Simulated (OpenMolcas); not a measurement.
**CH4OSi (SMILES CO[SiH]): the vertical electron affinity, rung by rung**

CH4OSi: 7 atoms, total charge 0, spin state singlet. SMILES: `CO[SiH]`. Geometry: relaxed at PBE0-D4/def2-TZVP. This is one conformer, not always the lowest.

Quantity: the vertical electron affinity (to the doublet anion), in eV. The values are calculated.

The electron affinity is E(neutral) − E(anion): positive where the electron is bound.

```csv
level,kind,program,value (eV)
HF/aug-cc-pVDZ,Hartree–Fock,OpenMolcas,-0.25
SVWN5/aug-cc-pVDZ,LDA,OpenMolcas,0.41
PBE/aug-cc-pVDZ,GGA,OpenMolcas,0.34
revPBE/aug-cc-pVDZ,GGA,OpenMolcas,0.31
M06-L/aug-cc-pVDZ,meta-GGA,OpenMolcas,0.09
r2SCAN/aug-cc-pVDZ,meta-GGA,OpenMolcas,0.41
B3LYP/aug-cc-pVDZ,global hybrid,OpenMolcas,0.30
PBE0/aug-cc-pVDZ,global hybrid,OpenMolcas,0.33
```

Where it was recorded, the anion's HOMO is positive in SVWN5/aug-cc-pVDZ, PBE/aug-cc-pVDZ, revPBE/aug-cc-pVDZ, M06-L/aug-cc-pVDZ, r2SCAN/aug-cc-pVDZ, B3LYP/aug-cc-pVDZ, PBE0/aug-cc-pVDZ: a fault of the level (basis or self-interaction), which says nothing on whether the real anion is bound. The values span -0.25 to 0.41 eV.
